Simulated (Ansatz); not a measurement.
```yaml
crystal:
  periodic: [false, false, false]
  atoms:
    - {symbol: Al, position_ang: [-1.213224, 0.181736, -0.002715]}
    - {symbol: S, position_ang: [0.980741, -0.187781, 0.002342]}
    - {symbol: H, position_ang: [1.277052, 1.108896, -0.001820]}
basis:
  gaussian: {orbitals: def2-TZVP}
hamiltonian: {xc: pbe0}
relax: {f_tol: 0.004, max_steps: 80}
```

```sh
$ ansatz run in.yaml --threads 1 --pin off --events-out ev --progress --plain --max-ram 2176MiB
```

Steps of the relaxation (energy above the last step; positions in Å, forces in eV/Å):

```
3
step 1, 12.5 meV
Al   -1.213    0.182   -0.003   -0.295    0.098   -0.001
S     0.981   -0.188    0.002    0.274   -0.546    0.002
H     1.277    1.109   -0.002    0.021    0.448   -0.002
```

```
3
step 2, 0.8 meV
Al   -1.196    0.205   -0.003   -0.076    0.016    0.000
S     1.010   -0.213    0.002    0.052   -0.174    0.001
H     1.231    1.110   -0.002    0.024    0.158   -0.001
```

```
3
step 3, 0.0 meV
Al   -1.199    0.206   -0.003   -0.007    0.001    0.000
S     1.013   -0.217    0.003    0.006    0.003    0.000
H     1.231    1.113   -0.002    0.000   -0.004    0.000
```

```
3
step 4, 0.0 meV
Al   -1.200    0.206   -0.003   -0.001    0.000    0.000
S     1.012   -0.216    0.002    0.001    0.001    0.000
H     1.232    1.113   -0.002    0.000   -0.001    0.000
```

Close pairs at the end: S2–H3 1.348 Å, Al1–S2 2.252 Å.

A stationary point of restricted PBE0 after 4 steps (its stability towards spin polarisation wasn't tested); no frequencies were run, so it isn't proven a minimum. 5.5 s on 1 thread of Intel Xeon Platinum 8375C, shared host.
